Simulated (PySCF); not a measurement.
Species: PH3.
SMILES: `P`

Method used: PBE0-D3(BJ)/def2-SVP geometry optimisation, gas phase in PySCF.

Masses are those of the commonest isotopes; rigid-rotor values at the optimised geometry. 

**Question.** Give the principal moments of inertia and the rotational constants in GHz.

**Answer.** Ia = 3.84, Ib = 3.84, Ic = 4.33 u·Å²; 505379 MHz·u·Å²/I gives 131470, 131450 and 116795 MHz, that is A = 131.47, B = 131.45, C = 116.80 GHz.

**Question.** Classify the top.

**Answer.** An oblate symmetric top, as the point group C3v requires two equal moments; the computed ones differ by 0.02 % because the geometry is symmetric only within the optimiser's tolerance; Ray's κ = 0.997.

**Question.** Is it planar, by Δ = Ic − Ia − Ib?

**Answer.** Not planar: Δ = Ic − Ia − Ib = -3.36 u·Å². For a rigid frame Δ = −2 Σ m c², so Σ m c² = 1.68 u·Å² lies off the ab plane: 1.53 from hydrogen and 0.15 from heavier atoms. The atom farthest from that plane is 0.71 Å away.

**Question.** Where do the R-branch lines fall?

**Answer.** The dipole of 0.91 D lies along the symmetry axis, so ΔK = 0 and J+1 ← J falls at 2B(J+1) for every K: 262.92 GHz, 525.84 GHz, 788.76 GHz, 1051.68 GHz, 1314.60 GHz for J = 0 to 4.

**Question.** Estimate the classical rotational partition function at 50 K and 500 K.

**Answer.** Point group C3v, symmetry number σ = 3; q = (√π/σ)·√((kT/h)³/(ABC)), k/h = 20836.6 MHz/K: 14.0 at 50 K, 442 at 500 K.

No PBE0-D3(BJ)/def2-SVP frequencies stand behind this structure, so it isn't proved a minimum. No vibrational averaging or centrifugal distortion is included, and the geometry carries the error of its method.

Time: 2.1 s; peak memory 0.24 GiB. Hardware: Arm Neoverse N1, one thread, no GPU, shared host. These figures are those of the optimisation.
